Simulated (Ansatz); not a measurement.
**C₃H₅NO: a ladder of functionals and wavefunction methods**

The task here is to estimate one member of a computed series from the others.

The runs use Ansatz 0.2.0, Gaussian basis; functionals in def2-TZVPP, the program's frozen cores in correlated methods.

The runs, in order: LDA (SPW92), PBE-D4, revPBE-D4, BLYP-D4, r2SCAN-D4, B97M-V, PBE0-D4, B3LYP-D4, r2SCANh-D4, r2SCAN0-D4, HSE06-D4, BHLYP-D4, CAM-B3LYP-D4, LC-ωPBE, ωB97X-V, ωB97M-V, B2PLYP, PBE-QIDH; CCSD(T)/def2-SVP; CCSD(T)/def2-TZVPP; MP2/def2-QZVPP; extrapolation to the limit; RPA on PBE.

## The relaxed structure

The geometry comes from an earlier relaxation with PBE0-D4 in a triple-zeta def2 set; it is a stationary point, not always the lowest conformer.

SMILES `N/C=C/C=O`, 10 atoms, charge 0, spin multiplicity 1.

Atoms are counted from 1 here; the program's logs count them from 0.

Bond lengths: N1–C2 1.346 Å, N1–H6 1.004 Å, N1–H7 1.001 Å, C2–C3 1.349 Å, C2–H8 1.088 Å, C3–C4 1.440 Å, C3–H9 1.085 Å, C4–O5 1.211 Å, C4–H10 1.116 Å. Angles: C2–N1–H6 121.0°, C2–N1–H7 121.2°, H6–N1–H7 117.8°, N1–C2–C3 127.1°, N1–C2–H8 114.4°, C3–C2–H8 118.5°, C2–C3–C4 119.2°, C2–C3–H9 122.3°, C4–C3–H9 118.4°, C3–C4–O5 125.8°, C3–C4–H10 114.0°, O5–C4–H10 120.2°.

The first run:

The input, in.yaml:

```yaml
crystal:
  periodic: [false, false, false]
  atoms:
    - {symbol: N, position_ang: [0.635973, -0.358297, 1.708381]}
    - {symbol: C, position_ang: [0.508063, -0.127981, 0.388568]}
    - {symbol: C, position_ang: [-0.633060, 0.121199, -0.287357]}
    - {symbol: C, position_ang: [-0.573257, 0.349209, -1.708155]}
    - {symbol: O, position_ang: [-1.517930, 0.581697, -2.429564]}
    - {symbol: H, position_ang: [-0.166794, -0.371260, 2.310671]}
    - {symbol: H, position_ang: [1.529885, -0.548987, 2.116859]}
    - {symbol: H, position_ang: [1.444283, -0.149551, -0.164648]}
    - {symbol: H, position_ang: [-1.601448, 0.156857, 0.201291]}
    - {symbol: H, position_ang: [0.457285, 0.296015, -2.133044]}
basis:
  gaussian: {orbitals: def2-TZVPP}
hamiltonian: {xc: lda}
output: {orbitals: {seedname: orbitals}}
```

On the command line:

```console
ansatz run in.yaml --threads 2 --pin off --events-out ev --progress --plain --max-ram 4352MiB
```

Among the steps run: LDA; PBE-D4 (GGA); revPBE-D4 (GGA); BLYP-D4 (GGA); r2SCAN-D4 (meta-GGA); B97M-V (meta-GGA); PBE0-D4 (hybrid); B3LYP-D4 (hybrid); r2SCANh-D4 (hybrid); r2SCAN0-D4 (hybrid); HSE06-D4 (hybrid); BHLYP-D4 (hybrid); CAM-B3LYP-D4 (range-separated); LC-ωPBE (range-separated); ωB97X-V (range-separated); ωB97M-V (range-separated); B2PLYP (double hybrid); PBE-QIDH (double hybrid).

One of the session's tables, all rows but one given; the rest of the session is left out.

It belongs to the step «Orbital energies across the functionals». 

| functional | HOMO (eV) | gap (eV) |
| --- | --- | --- |
| LDA (SPW92) | -5.26 | 3.34 |
| PBE-D4 | -5.10 | 3.44 |
| revPBE-D4 | -5.04 | 3.47 |
| BLYP-D4 | -5.03 | 3.50 |
| r2SCAN-D4 | -5.42 | 3.92 |
| B97M-V | -5.59 | 4.21 |
| PBE0-D4 | -6.66 | 5.95 |
| B3LYP-D4 | -6.46 | 5.53 |
| r2SCANh-D4 | ? | ? |
| r2SCAN0-D4 | -6.81 | 6.19 |
| HSE06-D4 | -6.27 | 5.19 |
| BHLYP-D4 | -7.61 | 8.02 |
| CAM-B3LYP-D4 | -7.90 | 8.31 |
| LC-ωPBE | -9.16 | 10.68 |
| ωB97X-V | -8.81 | 10.31 |
| ωB97M-V | -8.73 | 10.16 |

Estimate the missing values for r2SCANh-D4.

Worked estimate for «HOMO (eV)». Against the share of exact exchange, r2SCAN-D4 (0, -5.42), r2SCAN0-D4 (0.25, -6.81) give a slope of -5.56 per unit share; at 0.1 the line stands at -5.98.

**Answer.** HOMO (eV): -6.05; gap (eV): 4.90. In «HOMO (eV)» the line misses by +0.07.
